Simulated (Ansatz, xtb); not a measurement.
Species: CN (charge -1, singlet). SMILES of the parent species: [C]#N
Geometry from a B3LYP-D3(BJ)/def2-TZVP (Ansatz, a first-principles code) optimisation:
```
C
N 1 1.1703
```
Charge -1, spin multiplicity 1.

Harmonic wavenumbers from GFN2-xTB (xtb, at its own minimum), cm⁻¹: 2044.

Question: Give the harmonic wavenumbers at B3LYP-D3(BJ)/def2-TZVP (Ansatz, finite differences of forces, unscaled).

Answer: 2141 cm⁻¹. Zero-point energy 3.1 kcal/mol.

Question: From these and the geometry, give the ideal-gas thermochemistry at 298.15 K and 1 atm (rigid rotor, harmonic oscillator).

Answer: Point group C∞v, rotational symmetry number 1. Rotational constants 57.07, 57.07 GHz. S(trans) 35.70, S(rot) 11.31, S(vib) 0.00, S(elec, spin only) 0.00, S 47.0 cal/(mol K). H(298) - H(0) 2.07 kcal/mol; G - E(el) -8.9 kcal/mol.
